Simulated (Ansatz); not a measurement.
Input file:

```yaml
crystal:
  periodic: [false, false, false]
  atoms:
    - {symbol: Cu, position_ang: [0.000000, 0.000000, 0.000000]}
    - {symbol: H, position_ang: [0.000000, 0.481552, 1.496401]}
    - {symbol: H, position_ang: [0.000000, -0.481552, 1.496401]}
    - {symbol: H, position_ang: [0.000000, 0.481552, -1.496401]}
    - {symbol: H, position_ang: [0.000000, -0.481552, -1.496401]}
basis:
  gaussian: {orbitals: "6-31G*"}
total_charge: 1
magnetization: {spin_polarized: true, initial_magnetization: 2}
hamiltonian: {xc: {name: r2SCAN}}
correlation: {method: bccd, electrons: outside_noble_gas}
```

```sh
$ ansatz run in.yaml --threads 1 --pin off --events-out ev --progress --plain --max-ram 2393MiB
```

Log:

```
454 factors; integrals over basis functions are off by at most 6.3e-4 eV
mean field evaluation 1: about -44656.2012 eV, gradient 1.0e2 eV
mean field evaluation 2: about -44656.1957 eV, gradient 1.0e2 eV
mean field evaluation 4: about -44665.9828 eV, gradient 7.0e1 eV
mean field evaluation 8: about -44682.9232 eV, gradient 1.3e0 eV
mean field evaluation 16: about -44683.0529 eV, gradient 5.6e-3 eV
mean field evaluation 32: about -44678.1373 eV, gradient 1.3e-6 eV
mean field evaluation 64: about -44680.4737 eV, gradient 8.1e0 eV
mean field evaluation 96: about -44593.7129 eV, gradient 7.0e1 eV
mean field -44683.05292561 eV, -1642.0719077551 hartree, gradient 6.0e-7 eV, S^2 2.001699; 10 other end points of the search recorded, 0 dependent functions left out
9 core orbitals not correlated: weight in the atoms' cores, before any rotation towards them, 1.000 or more for the frozen orbitals, at most 0.000 for the correlated occupied ones
reference -44639.25686554 eV, -1640.4624322337 hartree; 8, 6 occupied and 27, 29 virtual orbitals, 454 factors
second order -7.94317540 eV of doubles, -0.48464703 eV of singles
cycle   1  -7.24209318 eV  change     1.2e0 eV  update   1.0e-1
cycle   2  -7.68523486 eV  change   -4.4e-1 eV  update   4.8e-2
cycle   3  -7.76391733 eV  change   -7.9e-2 eV  update   1.4e-2
cycle   4  -7.78124273 eV  change   -1.7e-2 eV  update   6.3e-3
cycle   5  -7.78100108 eV  change    2.4e-4 eV  update   3.1e-3
cycle   6  -7.78292652 eV  change   -1.9e-3 eV  update   2.1e-3
cycle   7  -7.78312078 eV  change   -1.9e-4 eV  update   1.5e-3
cycle   8  -7.78388339 eV  change   -7.6e-4 eV  update   1.1e-3
cycle   9  -7.78409867 eV  change   -2.2e-4 eV  update   8.5e-4
cycle  10  -7.78391128 eV  change    1.9e-4 eV  update   7.7e-4
cycle  11  -7.78436348 eV  change   -4.5e-4 eV  update   7.2e-4
cycle  12  -7.78409262 eV  change    2.7e-4 eV  update   6.6e-4
cycle  13  -7.78532780 eV  change   -1.2e-3 eV  update   5.0e-4
cycle  14  -7.78476374 eV  change    5.6e-4 eV  update   3.0e-4
cycle  15  -7.78447285 eV  change    2.9e-4 eV  update   1.7e-4
cycle  16  -7.78451951 eV  change   -4.7e-5 eV  update   7.4e-5
cycle  17  -7.78436638 eV  change    1.5e-4 eV  update   3.5e-5
cycle  18  -7.78435659 eV  change    9.8e-6 eV  update   1.8e-5
cycle  19  -7.78437940 eV  change   -2.3e-5 eV  update   9.9e-6
cycle  20  -7.78437149 eV  change    7.9e-6 eV  update   6.8e-6
Total energy: -44647.04123704 eV, -1640.7485026097 hartree
```

Ran on 1 thread of Arm Neoverse V2, shared host: 19 s wall, 0.19 GiB peak host memory.
